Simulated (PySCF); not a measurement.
Stepwise substitution at one centre (Si Cl-H). Isolated molecules, 0 K electronic values unless said otherwise. Strings in code marks are SMILES.

The dipole moment from two functionals at the same geometries (CAM-B3LYP-D3(BJ)/def2-TZVP), both in PySCF: PBE-D3(BJ)/def2-TZVP and TPSSh-D3(BJ)/def2-TZVP. 

```csv
species,TPSSh-D3(BJ)/def2-TZVP (D)
0 of 4 Cl replaced by H (`Cl[Si](Cl)(Cl)Cl`),0.00
1 of 4 Cl replaced by H (`Cl[SiH](Cl)Cl`),0.76
2 of 4 Cl replaced by H (`Cl[SiH2]Cl`),1.14
3 of 4 Cl replaced by H (`Cl[SiH3]`),1.26
4 of 4 Cl replaced by H,0.00
```

Q: What does PBE-D3(BJ)/def2-TZVP give for each?

A: 
- 0 of 4 Cl replaced by H (`Cl[Si](Cl)(Cl)Cl`): 0.00
- 1 of 4 Cl replaced by H (`Cl[SiH](Cl)Cl`): 0.70
- 2 of 4 Cl replaced by H (`Cl[SiH2]Cl`): 1.06
- 3 of 4 Cl replaced by H (`Cl[SiH3]`): 1.19
- 4 of 4 Cl replaced by H: 0.00
Over these rows, drawn at random from the members with no instability flagged (it was tested for open shells, ions and some series alone), PBE minus TPSSh-D3(BJ): mean -0.04 D, from -0.08 D to 0.00 D.
